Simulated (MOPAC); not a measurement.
Job for MOPAC: PM6 on C2H4O (a complex).

```
PM6 1SCF PRECISE CHARGE=0 THREADS=1
C2H4O

C     -1.47242341 1     0.06043646 1     0.04730395 1
H     -0.40655341 1     0.03006446 1     0.02271095 1
C     -2.68430041 1     0.09417746 1     0.07467595 1
H     -3.74483341 1     0.12452946 1     0.09927695 1
O      2.93790159 1    -0.09830454 1    -0.07755905 1
H      3.50825759 1    -0.68807454 1     0.41946795 1
H      3.50989759 1     0.25268346 1    -0.76293105 1
```

It printed:

```
*******************************************************************************
 **                                                                           **
 **                              MOPAC v23.2.5                                **
 **                                                                           **
 *******************************************************************************
 ** MOPAC's Digital Object Identifier: https://doi.org/10.5281/zenodo.6511958 **
 **                                                                           **
 ** Please cite the open-source release paper for use of this MOPAC version:  **
 ** J. E. Moussa and J. J. P. Stewart (2026)                                  **
 ** MOPAC: An open-source semiempirical molecular orbital program             **
 ** J. Open Source Softw., 11(119), 8025, https://doi.org/10.21105/joss.08025 **
 *******************************************************************************

                              PM6 CALCULATION RESULTS

 *******************************************************************************
 *  PM6        - The PM6 Hamiltonian to be used
 *
 *
 *
 *                 CHARGE ON SYSTEM = 0
 *
 *
 *
 *  PRECISE    - TIGHTER CRITERIA TO BE USED
 *  1SCF       - DO 1 SCF AND THEN STOP
 *  THREADS=1  - MULTI-THREADING NOT USED
 *  T=         - A TIME OF 172800.0 SECONDS REQUESTED
 *  DUMP=N     - RESTART FILE WRITTEN EVERY 7200.0 SECONDS REQUESTED
 *******************************************************************************
PM6 1SCF PRECISE CHARGE=0 THREADS=1
 C2H4O

   ATOM   CHEMICAL          X               Y               Z
  NUMBER   SYMBOL      (ANGSTROMS)     (ANGSTROMS)     (ANGSTROMS)

     1       C         -1.47242341  *   0.06043646  *   0.04730395  *
     2       H         -0.40655341  *   0.03006446  *   0.02271095  *
     3       C         -2.68430041  *   0.09417746  *   0.07467595  *
     4       H         -3.74483341  *   0.12452946  *   0.09927695  *
     5       O          2.93790159  *  -0.09830454  *  -0.07755905  *
     6       H          3.50825759  *  -0.68807454  *   0.41946795  *
     7       H          3.50989759  *   0.25268346  *  -0.76293105  *



          CARTESIAN COORDINATES

    NO.       ATOM           X           Y           Z

     1         C         -1.4724      0.0604      0.0473
     2         H         -0.4066      0.0301      0.0227
     3         C         -2.6843      0.0942      0.0747
     4         H         -3.7448      0.1245      0.0993
     5         O          2.9379     -0.0983     -0.0776
     6         H          3.5083     -0.6881      0.4195
     7         H          3.5099      0.2527     -0.7629

 General Reference for PM6:
 "Optimization of Parameters for Semiempirical Methods V: Modification of NDDO Approximations
 and Application to 70 Elements", J. J. P. Stewart, J. Mol. Mod., 13, 1173-1213 (2007)
 URL: https://link.springer.com/article/10.1007/s00894-007-0233-4

           Empirical Formula: C2 H4 O  =     7 atoms



      MOLECULAR POINT GROUP   :   Cs


      RHF CALCULATION, NO. OF DOUBLY OCCUPIED LEVELS = 9


 -------------------------------------------------------------------------------
 PM6 1SCF PRECISE CHARGE=0 THREADS=1
 C2H4O



     1SCF WAS SPECIFIED, SO BFGS WAS NOT USED
     SCF FIELD WAS ACHIEVED


                              PM6 CALCULATION
                                                       MOPAC v23.2.5 Linux




          FINAL HEAT OF FORMATION =          2.81020 KCAL/MOL =      11.75789 KJ/MOL


          COSMO AREA              =        107.89 SQUARE ANGSTROMS
          COSMO VOLUME            =         78.25 CUBIC ANGSTROMS

          IONIZATION POTENTIAL    =         11.232771 EV
          HOMO LUMO ENERGIES (EV) =        -11.233  1.879
          NO. OF FILLED LEVELS    =          9
          MOLECULAR WEIGHT        =         44.0530         POINT GROUP:  Cs

          MOLECULAR DIMENSIONS (Angstroms)

            Atom       Atom       Distance
            H     7    H     4     7.30691
            H     6    H     4     1.50274
            O     5    H     6     0.11747


          SCF CALCULATIONS        =          1





   ATOM   CHEMICAL          X               Y               Z
  NUMBER   SYMBOL      (ANGSTROMS)     (ANGSTROMS)     (ANGSTROMS)

     1       C         -1.47242341  *   0.06043646  *   0.04730395  *
     2       H         -0.40655341  *   0.03006446  *   0.02271095  *
     3       C         -2.68430041  *   0.09417746  *   0.07467595  *
     4       H         -3.74483341  *   0.12452946  *   0.09927695  *
     5       O          2.93790159  *  -0.09830454  *  -0.07755905  *
     6       H          3.50825759  *  -0.68807454  *   0.41946795  *
     7       H          3.50989759  *   0.25268346  *  -0.76293105  *

                             CARTESIAN COORDINATES

   1    C       -1.472423410     0.060436460     0.047303950
   2    H       -0.406553410     0.030064460     0.022710950
   3    C       -2.684300410     0.094177460     0.074675950
   4    H       -3.744833410     0.124529460     0.099276950
   5    O        2.937901590    -0.098304540    -0.077559050
   6    H        3.508257590    -0.688074540     0.419467950
   7    H        3.509897590     0.252683460    -0.762931050


           Empirical Formula: C2 H4 O  =     7 atoms



      MOLECULAR POINT GROUP   :   Cs


                  EIGENVALUES
 -30.42076 -26.00672 -19.48982 -18.72617 -15.31723 -14.37964 -11.92274 -11.23339
 -11.23277   1.87894   1.87956   3.95679   5.30240   5.77812   6.49868   7.23016


              NET ATOMIC CHARGES AND DIPOLE CONTRIBUTIONS

  ATOM NO.   TYPE          CHARGE      No. of ELECS.   s-Pop       p-Pop
    1          C          -0.186765        4.1868     1.16658     3.02018
    2          H           0.206286        0.7937     0.79371
    3          C          -0.215575        4.2156     1.16108     3.05450
    4          H           0.196050        0.8040     0.80395
    5          O          -0.610860        6.6109     1.77814     4.83272
    6          H           0.305436        0.6946     0.69456
    7          H           0.305429        0.6946     0.69457
 DIPOLE           X         Y         Z       TOTAL
 POINT-CHG.     1.847    -0.355    -0.280     1.902
 HYBRID         0.362    -0.079    -0.063     0.376
 SUM            2.210    -0.434    -0.343     2.278


          ATOMIC ORBITAL ELECTRON POPULATIONS

     Atom    s        px        py        pz
    1  C   1.16658   1.03807   0.99105   0.99106
    2  H   0.79371
    3  C   1.16108   1.03650   1.00902   1.00898
    4  H   0.80395
    5  O   1.77814   1.53642   1.71970   1.57660
    6  H   0.69456
    7  H   0.69457

 **********************
 *                    *
 * JOB ENDED NORMALLY *
 *                    *
 **********************




 == MOPAC DONE ==
```

The run finished.

Cost: very roughly 0.020 core-seconds.
